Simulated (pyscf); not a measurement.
Structures and frequencies: ωB97X-D3(BJ)/def2-SVP in PySCF.

Task: Estimate the classical barrier height and the reaction energy of H₃C–InH₂ (SMILES [CH3][InH2]) + H₂ (SMILES [H][H]) → CH₄ (SMILES C) + InH₃ (SMILES [InH3]) at ωB97M-D3(BJ)/def2-TZVP. The step runs on the singlet surface, breaks C–In, H–H and forms C–H, H–In; take the separated reactants as zero.

Result: ΔE‡ = 34.0 kcal/mol, ΔE = -12.3 kcal/mol. Zero-point energy shifts the barrier by +2.5 kcal/mol. It is a four-centre exchange, with an imaginary mode of 1625i cm⁻¹. At the saddle there is also a short H–In contact that neither side keeps. One saddle was located; it need not be the lowest between these sides. Elements past Kr carry the def2 core potentials, without spin-orbit coupling.
